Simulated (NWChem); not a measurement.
System: phenol (C6H6O); SMILES Oc1ccccc1

NWChem input:

```
start job
memory heap 200 mb stack 900 mb global 1100 mb
geometry units angstroms noautoz
  O     -0.073821    -2.297541     0.000000
  C     -0.012710    -0.948785     0.000000
  C     -1.219480    -0.240031     0.000000
  C     -1.205372     1.150685     0.000000
  C      0.001026     1.853786     0.000000
  C      1.200148     1.144416     0.000000
  C      1.198849    -0.249534     0.000000
  H      0.820059    -2.655604     0.000000
  H     -2.155652    -0.801921     0.000000
  H     -2.153702     1.694240     0.000000
  H      0.004963     2.945715     0.000000
  H      2.153950     1.678140     0.000000
  H      2.144439    -0.801637     0.000000
end
basis spherical
  * library def2-svpd
end
dft
  xc b3lyp
  iterations 150
  semidirect filesize 400000000
  mulliken
end
task dft energy
```

Parts of the log:

```
             Northwest Computational Chemistry Package (NWChem) 7.3.0
             --------------------------------------------------------

 CS  symmetry detected

                             Geometry "geometry" -> ""
                             -------------------------

 Output coordinates in angstroms (scale by  1.889725989 to convert to a.u.)

  No.       Tag          Charge          X              Y              Z
 ---- ---------------- ---------- -------------- -------------- --------------
    1 O                    8.0000    -0.06449287    -2.29665732     0.00000000
    2 C                    6.0000    -0.00884031    -0.94766507     0.00000000
    3 C                    6.0000    -1.21846850    -0.24380025     0.00000000
    4 C                    6.0000    -1.20998835     1.14696146     0.00000000
    5 C                    6.0000    -0.00644543     1.85493857     0.00000000
    6 C                    6.0000     1.19553732     1.15042680     0.00000000
    7 C                    6.0000     1.19987915    -0.24351705     0.00000000
    8 H                    1.0000     0.83082877    -2.65110018     0.00000000
    9 H                    1.0000    -2.15235907    -0.80947400     0.00000000
   10 H                    1.0000    -2.16051016     1.68667445     0.00000000
   11 H                    1.0000    -0.00692711     2.94687456     0.00000000
   12 H                    1.0000     2.14717172     1.68800612     0.00000000
   13 H                    1.0000     2.14769557    -0.79178906     0.00000000

 Effective nuclear repulsion energy (a.u.)     271.2858153646

      Symmetry information
      --------------------

 Group name             Cs
 Group number              2
 Group order               2
 No. of unique centers    13

                                 NWChem DFT Module
                                 -----------------

 Summary of "ao basis" -> "ao basis" (spherical)
 ------------------------------------------------------------------------------
       Tag                 Description            Shells   Functions and Types
 ---------------- ------------------------------  ------  ---------------------
 O                         def2-svpd                 9       23   4s3p2d
 C                         def2-svpd                 8       20   4s2p2d
 H                         def2-svpd                 4        8   2s2p

      Symmetry analysis of basis
      --------------------------

        a'        136
        a"         55

            General Information
            -------------------
          SCF calculation type: DFT
          Wavefunction type:  closed shell.
          No. of atoms     :    13
          No. of electrons :    50
           Alpha electrons :    25
            Beta electrons :    25
          Charge           :     0
          Spin multiplicity:     1
          Use of symmetry is: on ; symmetry adaption is: on
          Maximum number of iterations: 150
          AO basis - number of functions:   191
                     number of shells:    81
          Convergence on energy requested:  1.00D-06
          Convergence on density requested:  1.00D-05
          Convergence on gradient requested:  5.00D-04

              XC Information
              --------------
                         B3LYP Method XC Potential
                     Hartree-Fock (Exact) Exchange  0.200
                        Slater Exchange Functional  0.800 local
                    Becke 1988 Exchange Functional  0.720 non-local
              Lee-Yang-Parr Correlation Functional  0.810
                  VWN I RPA Correlation Functional  0.190 local

             Grid Information
             ----------------
          Grid used for XC integration:  medium
          Radial quadrature: Mura-Knowles
          Angular quadrature: Lebedev.
          Tag              B.-S. Rad. Rad. Pts. Rad. Cut. Ang. Pts.
          ---              ---------- --------- --------- ---------
          O                   0.60       49          13.0       434
          C                   0.70       49          13.0       434
          H                   0.35       45          14.0       434
          Grid pruning is: on
          Number of quadrature shells:   613
          Spatial weights used:  Erf1

      Superposition of Atomic Density Guess
      -------------------------------------

 Sum of atomic energies:        -303.44028985

      Non-variational initial energy
      ------------------------------

 Total energy =    -308.241085
 1-e energy   =    -946.481663
 2-e energy   =     366.954763
 HOMO         =      -0.267164
 LUMO         =      -0.014452

      Symmetry analysis of molecular orbitals - initial
      -------------------------------------------------

  Numbering of irreducible representations:

     1 a'          2 a"

  Orbital symmetries:

     1 a'          2 a'          3 a'          4 a'          5 a'
     6 a'          7 a'          8 a'          9 a'         10 a'
    11 a'         12 a'         13 a'         14 a'         15 a'
    16 a'         17 a"         18 a'         19 a'         20 a'
    21 a"         22 a'         23 a'         24 a"         25 a"
    26 a"         27 a"         28 a'         29 a'         30 a'
    31 a'         32 a'         33 a'         34 a"         35 a'

------------------------------------------------------------
EAF file 0: "./job.aoints.0" size=519569408 bytes
------------------------------------------------------------
               write      read    awrite     aread      wait
               -----      ----    ------     -----      ----
     calls:      991         0         0         0         0
   data(b): 5.20e+08  0.00e+00  0.00e+00  0.00e+00
   time(s): 0.00e+00  0.00e+00  0.00e+00  0.00e+00  0.00e+00
rate(mb/s): 0.00e+00  0.00e+00
------------------------------------------------------------

     ---------------------------------------------
      Total Density - Mulliken Population Analysis
     ---------------------------------------------

    Atom       Charge   Shell Charges
 -----------   ------   -------------------------------------------------------
    1 O    8     8.71   1.99  1.10  0.64  0.01  2.99  1.83  0.10  0.01  0.03
    2 C    6     5.59   1.99  0.96 -0.34 -0.03  1.74  0.87  0.07  0.33
    3 C    6     6.18   1.99  1.00  0.21 -0.00  2.02  0.65  0.03  0.28
    4 C    6     6.54   1.99  0.99  0.02 -0.07  1.96  0.81  0.04  0.79
    5 C    6     5.91   1.99  1.00 -0.09 -0.07  2.01  0.72  0.04  0.31
    6 C    6     6.47   1.99  0.99 -0.01 -0.05  1.96  0.79  0.04  0.75
    7 C    6     6.02   1.99  1.00  0.14 -0.03  2.01  0.72  0.03  0.16
    8 H    1     0.79   0.57  0.16  0.06  0.01
    9 H    1     0.66   0.69 -0.13  0.02  0.07
   10 H    1     0.86   0.69  0.11  0.02  0.03
   11 H    1     0.57   0.69 -0.23  0.02  0.08
   12 H    1     0.93   0.69  0.19  0.02  0.03
   13 H    1     0.78   0.68  0.01  0.02  0.07

   convergence    iter        energy       DeltaE   RMS-Dens  Diis-err
 ---------------- ----- ----------------- --------- --------- ---------
 d= 0,ls=0.0,diis     1   -307.1840183111 -5.78D+02  2.48D-02  7.30D-01
 d= 0,ls=0.0,diis     2   -307.2241334240 -4.01D-02  9.58D-03  4.45D-01
 d= 0,ls=0.0,diis     3   -307.2556372524 -3.15D-02  3.88D-03  1.27D-01
 d= 0,ls=0.0,diis     4   -307.2684975726 -1.29D-02  1.05D-03  6.56D-03
 d= 0,ls=0.0,diis     5   -307.2692618391 -7.64D-04  3.15D-04  9.76D-04
  Resetting Diis
 d= 0,ls=0.0,diis     6   -307.2693862743 -1.24D-04  9.08D-05  4.23D-05
 d= 0,ls=0.0,diis     7   -307.2693907999 -4.53D-06  5.27D-05  7.96D-06
 d= 0,ls=0.0,diis     8   -307.2693889700  1.83D-06  3.38D-05  2.36D-05
 d= 0,ls=0.0,diis     9   -307.2693917372 -2.77D-06  4.06D-06  1.91D-07
 d= 0,ls=0.0,diis    10   -307.2693917594 -2.22D-08  1.42D-06  1.31D-08

         Total DFT energy =     -307.269391759432
      One electron energy =     -952.259395660579
           Coulomb energy =      417.020791046681
    Exchange-Corr. energy =      -43.316602510107
 Nuclear repulsion energy =      271.285815364573

 Numeric. integr. density =       50.000030609344

                  Occupations of the irreducible representations
                  ----------------------------------------------

                     irrep           alpha         beta
                     --------     --------     --------
                     a'               21.0         21.0
                     a"                4.0          4.0

                       DFT Final Molecular Orbital Analysis
                       ------------------------------------

 Vector   23  Occ=2.000000D+00  E=-3.472716D-01  Symmetry=a'
              MO Center= -4.8D-02,  1.3D-01, -6.5D-15, r^2= 4.5D+00
   Bfn.  Coefficient  Atom+Function         Bfn.  Coefficient  Atom+Function
  ----- ------------  ---------------      ----- ------------  ---------------
   153     -0.335574   9 H  s                59      0.316985   3 C  d -2
    28      0.285005   2 C  px              139      0.282485   7 C  d -2
   119      0.269353   6 C  d -2            177     -0.268210  12 H  s
    79      0.261238   4 C  d -2             46      0.258166   3 C  s
   106      0.251431   6 C  s               185      0.247532  13 H  s

 Vector   24  Occ=2.000000D+00  E=-2.634435D-01  Symmetry=a"
              MO Center= -2.1D-02,  4.3D-01,  1.0D-15, r^2= 3.1D+00
   Bfn.  Coefficient  Atom+Function         Bfn.  Coefficient  Atom+Function
  ----- ------------  ---------------      ----- ------------  ---------------
   130     -0.312541   7 C  pz               70      0.309148   4 C  pz
    50      0.300776   3 C  pz              110     -0.289975   6 C  pz
   133     -0.188501   7 C  pz               53      0.177612   3 C  pz
    73      0.172280   4 C  pz              113     -0.163877   6 C  pz
   191     -0.028445  13 H  pz              102      0.026252   5 C  d  1

 Vector   25  Occ=2.000000D+00  E=-2.340442D-01  Symmetry=a"
              MO Center= -7.4D-03, -1.9D-02,  1.1D-15, r^2= 3.8D+00
   Bfn.  Coefficient  Atom+Function         Bfn.  Coefficient  Atom+Function
  ----- ------------  ---------------      ----- ------------  ---------------
    90      0.324995   5 C  pz                7      0.308155   1 O  pz
    30     -0.290086   2 C  pz               50     -0.228497   3 C  pz
    10      0.224524   1 O  pz              130     -0.213384   7 C  pz
    93      0.195697   5 C  pz               33     -0.179118   2 C  pz
   110      0.143348   6 C  pz               53     -0.139032   3 C  pz

 Vector   26  Occ=0.000000D+00  E=-1.968810D-02  Symmetry=a"
              MO Center=  1.5D-02,  4.4D-01,  8.2D-16, r^2= 4.0D+00
   Bfn.  Coefficient  Atom+Function         Bfn.  Coefficient  Atom+Function
  ----- ------------  ---------------      ----- ------------  ---------------
    70     -0.324851   4 C  pz              110      0.322324   6 C  pz
   130     -0.314049   7 C  pz               50      0.309824   3 C  pz
    73     -0.267902   4 C  pz              133     -0.261672   7 C  pz
    53      0.259824   3 C  pz              113      0.256752   6 C  pz
   191     -0.124932  13 H  pz              167     -0.116776  10 H  pz

 Vector   27  Occ=0.000000D+00  E=-4.314111D-03  Symmetry=a"
              MO Center=  1.7D-03,  4.1D-01, -1.1D-14, r^2= 4.1D+00
   Bfn.  Coefficient  Atom+Function         Bfn.  Coefficient  Atom+Function
  ----- ------------  ---------------      ----- ------------  ---------------
    30      0.420814   2 C  pz               90      0.359641   5 C  pz
    33      0.344409   2 C  pz               93      0.299289   5 C  pz
   110     -0.205188   6 C  pz               70     -0.192174   4 C  pz
   113     -0.179321   6 C  pz               73     -0.173693   4 C  pz
     7     -0.163239   1 O  pz               50     -0.153410   3 C  pz

 Vector   28  Occ=0.000000D+00  E= 7.175771D-03  Symmetry=a'
              MO Center=  1.4D+00, -2.5D+00,  1.1D-14, r^2= 4.9D+00
   Bfn.  Coefficient  Atom+Function         Bfn.  Coefficient  Atom+Function
  ----- ------------  ---------------      ----- ------------  ---------------
   127      2.594417   7 C  s                47      1.899647   3 C  s
   169      1.679246  11 H  s               177     -1.630942  12 H  s
    67     -1.577336   4 C  s               153      1.567909   9 H  s
   161     -1.564516  10 H  s               145     -1.425463   8 H  s
    26     -1.317160   2 C  s               126      1.303968   7 C  s

------------------------------------------------------------
EAF file 0: "./job.aoints.0" size=622854144 bytes
------------------------------------------------------------
               write      read    awrite     aread      wait
               -----      ----    ------     -----      ----
     calls:     1188         9         0     10683     10683
   data(b): 6.23e+08  4.72e+06  0.00e+00  5.60e+09
   time(s): 0.00e+00  0.00e+00  0.00e+00  0.00e+00  0.00e+00
rate(mb/s): 0.00e+00  0.00e+00
------------------------------------------------------------

     ---------------------------------------------
      Total Density - Mulliken Population Analysis
     ---------------------------------------------

    Atom       Charge   Shell Charges
 -----------   ------   -------------------------------------------------------
    1 O    8     8.31   1.99  1.10  0.62  0.01  2.90  1.55  0.11  0.01  0.02
    2 C    6     5.85   1.98  0.97 -0.38 -0.10  2.08  0.58  0.08  0.63
    3 C    6     6.26   1.98  0.95  0.36 -0.02  2.14  0.29  0.03  0.54
    4 C    6     6.35   1.98  0.96  0.06 -0.12  2.11  0.38  0.04  0.94
    5 C    6     5.86   1.98  0.95 -0.03 -0.09  2.13  0.31  0.03  0.58
    6 C    6     6.29   1.98  0.96  0.03 -0.09  2.11  0.38  0.04  0.90
    7 C    6     5.90   1.98  0.94  0.18 -0.05  2.14  0.34  0.03  0.33
    8 H    1     0.94   0.72  0.14  0.06  0.01
    9 H    1     0.74   0.78 -0.12  0.02  0.07
   10 H    1     0.88   0.78  0.07  0.02  0.01
   11 H    1     0.69   0.78 -0.18  0.02  0.07
   12 H    1     0.93   0.78  0.12  0.02  0.02
   13 H    1     0.99   0.78  0.14  0.02  0.05

     -------------------------------------------
      Total Density - Lowdin Population Analysis
     -------------------------------------------

    Atom       Charge   Shell Charges
 -----------   ------   -------------------------------------------------------
    1 O    8     8.03   1.97  0.81  0.42  0.10  2.69  1.55  0.20  0.02  0.26
    2 C    6     6.10   1.96  0.45  0.16  0.10  1.78  0.73  0.16  0.77
    3 C    6     5.94   1.96  0.47  0.18  0.11  1.84  0.82  0.08  0.47
    4 C    6     5.99   1.96  0.48  0.18  0.11  1.81  0.84  0.08  0.52
    5 C    6     6.01   1.96  0.48  0.19  0.11  1.83  0.85  0.08  0.51
    6 C    6     6.00   1.96  0.48  0.18  0.11  1.81  0.84  0.08  0.52
    7 C    6     5.95   1.96  0.47  0.18  0.11  1.84  0.83  0.08  0.48
    8 H    1     1.01   0.49  0.12  0.17  0.23
    9 H    1     0.98   0.56  0.18  0.06  0.18
   10 H    1     1.00   0.57  0.19  0.06  0.19
   11 H    1     1.00   0.57  0.19  0.06  0.19
   12 H    1     1.00   0.57  0.19  0.06  0.19
   13 H    1     0.99   0.56  0.18  0.06  0.19

     Multipole analysis of the density
     ---------------------------------

     L   x y z        total         alpha         beta         nuclear
     -   - - -        -----         -----         ----         -------
     0   0 0 0     -0.000000    -25.000000    -25.000000     50.000000

     1   1 0 0      0.508812      0.254406      0.254406      0.000000
     1   0 1 0     -0.015476     -0.007738     -0.007738      0.000000
     1   0 0 1     -0.000000     -0.000000     -0.000000      0.000000

[...]
```

Level: B3LYP/def2-SVPD. Structure relaxed at the PBE0/def2-SVP level. B3LYP is NWChem's, with the RPA form of VWN correlation.
